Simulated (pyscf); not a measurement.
Optimised with ωB97X-D3(BJ)/def2-SVP in PySCF. Correlated levels are frozen-core, on RHF or UHF. ΔMP2 is the change of the MP2 total energy from the triple- to the quadruple-zeta basis.

Q: What is the homolytic dissociation enthalpy (298 K, CCSD(T)/def2-TZVPP + ΔMP2(QZVPP)) of the P–P bond of HO–P(OH)–PH₂, to HO–P•–OH + PH₂•?

A: P–P to HO–P•–OH + PH₂•: 54.9 kcal/mol. Other isomers of HO–P•–OH were not searched in full and may lie lower. The CCSD(T) − MP2 part came from Ansatz, without density fitting, on the same reference.
